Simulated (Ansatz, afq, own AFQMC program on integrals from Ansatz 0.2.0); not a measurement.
**The Si1–H5 bond of Si$_{2}$Ge$_{2}$H$_{8}$, singlet, worked out**

```xyz
12

Si   -1.3866    0.3687   -0.9237
Ge   -0.9258    0.1093    1.4334
Si    1.3873   -0.3657    0.9239
Ge    0.9253   -0.1118   -1.4336
H    -2.3589   -0.6266   -1.4749
H    -1.8309    1.7429   -1.3164
H    -1.6825   -1.0527    2.1073
H    -1.1469    1.3839    2.2720
H     1.8368   -1.7372    1.3198
H     2.3561    0.6346    1.4725
H     1.1418   -1.3906   -2.2671
H     1.6844    1.0452   -2.1132
```

The molecule and both fragments are relaxed with PBE0/def2-SVP; the fragments keep their bonds.

Basis def2-SVP. Noble-gas cores (and the filled d shells of Ga–Kr and In–Xe) are frozen. AFQMC by an in-house program on the Cholesky factors that Ansatz 0.2.0 writes for its CCSD(T) run. The CISD trial takes its coefficients from CCSD amplitudes. Released means that phaseless walkers are propagated on without the constraint, phases kept. ± is one standard error of the sampling. No spin–orbit coupling.

Total energies in eV. CBS is CCSD(T) at the limit of def2-TZVPP/QZVPP (MP2 extrapolated, CCSD(T) minus MP2 added); the highest rung of each member is named.

Cautions: inner d shell frozen; no relativity below Rb; no spin-orbit coupling; Si₂Ge₂H₈ (singlet): the released value is read at 0.90 1/Eh with a noise of 11 meV, more than in the cases checked (meV from the phaseless value at times in 1/Eh: 0 ± 8 at 0.21, -10 ± 10 at 0.42, -9 ± 12 at 0.63, -4 ± 11 at 0.90); Si₂Ge₂H₇ (doublet): the released value is read at 0.90 1/Eh with a noise of 18 meV, more than in the cases checked (meV from the phaseless value at times in 1/Eh: -6 ± 15 at 0.21, -14 ± 16 at 0.42, -14 ± 20 at 0.63, -26 ± 18 at 0.90).

| member | count | CCSD(T)/def2-SVP | highest rung in def2-SVP | which | CCSD(T)/CBS |
| --- | --- | --- | --- | --- | --- |
| Si₂Ge₂H₇, doublet | +1 | -128774.7591 | -128774.8614 ± 0.0180 | released AFQMC | -128801.9357 |
| H (doublet) | +1 | -13.5861 | -13.5861 | FCI | -13.6059 |
| Si₂Ge₂H₈, singlet | -1 | -128792.0300 | -128792.1036 ± 0.0110 | released AFQMC | -128819.4252 |

Q: Work out the best estimate of the bond energy: the CCSD(T)/CBS difference plus the step from CCSD(T) to the highest rung.

A: Sums with the counts: CCSD(T)/CBS 3.8836 eV, highest rung 3.6561 eV, CCSD(T)/def2-SVP 3.6848 eV. The step is 3.6561 − 3.6848 = -0.0287 eV, so the best estimate is 3.8836 + (-0.0287) = 3.8549 eV = 88.9 kcal/mol, with sampling noise 0.021 eV. The step is under twice that noise, so its sign is open. The basis set is worth 0.199 eV of it. Zero-point, core-correlation and spin–orbit terms aren't in it. Past Ne the Hartree–Fock part of each CBS total tends to overshoot, since the cores don't follow the formula; that largely cancels in the difference.

Best estimates are given only where the step beyond CCSD(T) is under 0.3 eV and no member's determinant is very poor (T1 over 0.05, or 0.07 for open shells, ⟨S²⟩ too high by 0.3, two states mixed), so the hardest cases are missing from such tables.

Each member of a difference takes its own highest rung, so a best estimate needn't equal the limit plus the step of one row. Released energies are given only where the last usable release times agree within the noise; a slower fall can still hide under it.
